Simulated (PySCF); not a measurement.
# Working out the ionisation energy of C

C [He] 2s2 2p2 (3P) → C⁺ [He] 2s2 2p1 (2P). Computed with PySCF 2.14 in x2c-QZVPPall with one added diffuse shell each of s, p, d, f type (8s5p4d3f1g, 73 functions), with scalar relativity by spin-free X2C-1e. Frozen: nothing. Energies in hartree (1 hartree = 27.21139 eV):

| part | C (lower) | C⁺ (upper) |
| --- | --- | --- |
| UHF | -37.708649 | -37.311883 |
| MP2 opposite-spin | -0.077259 | -0.069007 |
| MP2 same-spin | -0.015270 | -0.005142 |

What does Hartree-Fock give?

(-37.311883) − (-37.708649) = 0.396766 hartree = 10.797 eV.

What do MP2 and SCS-MP2 (6/5 opposite-spin, 1/3 same-spin) give?

The opposite-spin parts differ by 0.225 eV and the same-spin parts by 0.276 eV. MP2: 10.797 + (0.225) + (0.276) = 11.298 eV. SCS-MP2: 10.797 + 1.2 × (0.225) + (0.276)/3 = 11.159 eV.

Measured between the centres of the two terms (NIST): 11.262 eV, so MP2 (valence and next inner shell) is off by 0.036 eV.

What remains against the reference includes basis incompleteness and correlation beyond second order.
